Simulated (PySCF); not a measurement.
# BH2F− (SMILES [BH2-]F): UBP86/def2-SVP (density fitting with cc-pvqz-jkfit)

Aim: a geometry optimisation of BH2F−. The job is set up through a Python script.

The results are computed with PySCF 2.14.0.

3 further runs of the same task are left out: 3 set aside as unsound or not needed.

**1. The molecule**

The species is BH2F− (4 atoms), meant as a doublet with charge -1. As SMILES, `[BH2-]F`. The coordinates come from a GFN2-xTB relaxation. The run starts from this shape.

Bond lengths: B1–F2 1.499 Å, B1–H3 1.242 Å, B1–H4 1.242 Å. Angles: F2–B1–H3 108.4°, F2–B1–H4 108.4°, H3–B1–H4 113.0°.

**2. A geometry optimisation at UBP86/def2-SVP (density fitting with cc-pvqz-jkfit)**

Contents of geometry.xyz:

```xyz
4
BFH2
B     -0.086340     0.304430     0.102380
F      1.031910    -0.468820     0.732960
H     -1.140340    -0.333670     0.256190
H      0.194760     0.498060    -1.091520
```

Contents of job.py:

```python
from pyscf import gto, dft
from pyscf.geomopt.geometric_solver import kernel as optimise

mol = gto.M(
    atom='geometry.xyz',
    verbose=3,
    charge=-1,
    max_memory=1860,
    basis='def2-svp',
    spin=1,
)

mf = dft.UKS(mol, xc='bp86')
mf = mf.density_fit(auxbasis='cc-pvqz-jkfit')
mf.conv_tol = 1e-10
mf.grids.level = 4
converged, mol_eq = optimise(mf, maxsteps=60, convergence_set='GAU_TIGHT')
print('converged:', converged)
print(mol_eq.tostring())

mf.reset(mol_eq)
mol = mol_eq
mf.kernel()
if not mf.converged:
    mf = mf.newton().run(mf.mo_coeff, mf.mo_occ)
e_tot = mf.e_tot
print('E = %.10f Eh' % e_tot)
```

Launch:

```bash
$ OMP_NUM_THREADS=1 python job.py
```

What values should one expect? Wanted: total energy at the end; HOMO energy; LUMO energy; ⟨S²⟩.

Answer, from the run:

At UBP86/def2-SVP (density fitting with cc-pvqz-jkfit):

```
                          quantity          value
           total energy at the end  -125.78069 Eh
HOMO energy (highest over α and β)        3.96 eV
 LUMO energy (lowest over α and β)        5.85 eV
                              ⟨S²⟩          0.752
```

**Reading.** At the final geometry: Bond lengths: B1–F2 1.434 Å, B1–H3 1.259 Å, B1–H4 1.259 Å. Angles: F2–B1–H3 114.2°, F2–B1–H4 114.2°, H3–B1–H4 115.4°. The optimisation took 6 steps and changed the energy by -0.107 eV. The HOMO lies at positive energy, 3.96 eV, as semi-local functionals often give for anions; only total energies tell whether the electron is bound.
